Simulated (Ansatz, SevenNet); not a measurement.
**Elastic constant C11 of zinc-blende GaP: levels of theory against measurement**

Reference value: 140 GPa (measured, temperature not stated, no zero-point or thermal correction; as tabulated in Råsander and Moram (2015), arXiv:1505.02379).

What do SevenNet-l3i5, PBE, PBE-D3(BJ), r²SCAN+rVV10, HSE06 give, and how far is each from the reference?


```
level (code)           value (GPa)  cell (Å³/atom)  difference (%)
---------------------  -----------  --------------  --------------
SevenNet-l3i5                  108           20.86             -23
PBE (Ansatz)                   125           20.87           -10.7
PBE-D3(BJ) (Ansatz)            133           20.19            -5.0
r²SCAN+rVV10 (Ansatz)          144           20.08            +2.9
HSE06 (Ansatz)                 142           20.40            +1.4
```

The reference's temperature isn't stated, so close values are not ranked against it.

The measured value isn't corrected to a static lattice, so vibrations enter the comparison. A static lattice is as a rule stiffer than a warm one, by over a tenth in soft solids.  PBE-D3(BJ): the dispersion coefficients are held fixed in the derivatives. Each level is taken at its own relaxed cell. Cutoffs and k meshes differ between the levels. Ansatz's density-functional and Hartree–Fock values are scalar-relativistic unless marked +SOC, with PAW data made under PBE.

Machine-learned potentials (SevenNet-l3i5) are trained on DFT data: a solid inside that data is no test of them.

Differences are worked out from the printed values.

Ansatz is an electronic-structure program.
